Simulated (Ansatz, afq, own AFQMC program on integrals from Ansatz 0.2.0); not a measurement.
# Where AFQMC and coupled cluster stand for F, doublet

A free F atom.

Basis cc-pVQZ. Only valence electrons are correlated. AFQMC by an in-house program on the Cholesky factors that Ansatz 0.2.0 writes for its CCSD(T) run. The CISD trial takes its coefficients from CCSD amplitudes. Released means that phaseless walkers are propagated on without the constraint, phases kept. ± is one standard error of the sampling.

Determinant: UHF, the one that the program's search chose, which needn't be the lowest solution.

No full CI on the walks' own integrals is used here; CCSDT(Q) serves as the reference and is uncertain by about the last step of the cluster series.

- T1 diagnostic: 0.0058
- weight of the determinant in the CISD state: 0.963
- ⟨S²⟩ of the determinant: 0.754
- size of the correlated space: 7 electrons in 54 orbitals

Reference: CCSDT(Q), correlation energy -6.443 eV. The released energy is read at 1.50 1/Eh (meV from the phaseless value at times in 1/Eh: 0.1 ± 1.5 at 0.24, -2.1 ± 1.2 at 0.50, -2.4 ± 1.9 at 1.00, 1.2 ± 1.7 at 1.50).

```
         level  E − E(reference) (mEh)  share of correlation (%)
            HF                  236.77                      0.00
           MP2                   15.33                     93.52
          CCSD                    4.91                     97.92
       CCSD(T)                    0.28                     99.88
         CCSDT                    0.09                     99.96
   ph-AFQMC/HF             2.82 ± 0.46                     98.81
 ph-AFQMC/CISD             0.06 ± 0.07                     99.97
released AFQMC             0.11 ± 0.06                     99.96
```

A walk keeps the symmetry of its determinant, which the program's search chose and which needn't be the lowest solution, so a lower state of the same spin and another symmetry isn't excluded. Released energies are given only where the last usable release times agree within the noise; a slower fall can still hide under it.
